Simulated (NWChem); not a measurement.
## Correlation energy of HO

SMILES: [OH]
```xyz
2

O      0.0000     0.0000     0.1085
H      0.0000     0.0000    -0.8679
```
Charge 0, spin multiplicity 2.

Everything below was run with NWChem. Structure: optimised with UPBE0/def2-SVP, a minimum by its harmonic frequencies.

Basis set: STO-3G. Each correlation energy counts from its own Hartree-Fock reference.

The correlated methods keep 1 core orbital frozen. The structure started from a generated list of species. The unpaired electrons of the parent sit in orbitals of symmetry b1 (C2v labels of the run); other states weren't searched. No SCF solution was tested for a lower state. Open-shell Hartree-Fock references start from PBE0 orbitals. Coupled-cluster values serve here as a point of comparison, not as the truth.

Question: Order these methods by the correlation energy they give, lowest first: CCSD[T] on ROHF, CCSD(T) on UHF, SCS-UMP2, UMP2.

Answer: CCSD[T] on ROHF (-26.0 mHa), CCSD(T) on UHF (-24.9 mHa), SCS-UMP2 (-19.2 mHa), UMP2 (-16.0 mHa)
